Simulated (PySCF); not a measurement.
## Working out the ionisation energy of C

C [He] 2s2 2p2 (3P) → C+ [He] 2s2 2p1 (2P). All numbers are calculated (PySCF 2.14, the non-relativistic Hamiltonian (point nucleus), in dyall-acv3z). Frozen: 1s2; the 19 highest virtual orbitals dropped. Energies in hartree (1 hartree = 27.21139 eV):

```tsv
part	C (lower)	C+ (upper)
UHF	-37.693639	-37.296698
CCSD correlation	-0.089422	-0.076411
(T)	-0.002239	-0.001189
```

What does Hartree-Fock give?

(-37.296698) − (-37.693639) = 0.396941 hartree = 10.801 eV.

What do CCSD and CCSD(T) give?

The CCSD correlation energies differ by 0.013011 hartree = 0.354 eV and the triples by 0.001050 hartree = 0.029 eV, so CCSD gives 11.155 eV and CCSD(T) 11.184 eV.

Measured between the centres of the two terms (NIST): 11.262 eV, so CCSD(T) (valence) is off by -0.078 eV.

What remains against the reference includes basis incompleteness, the frozen core and higher excitations.
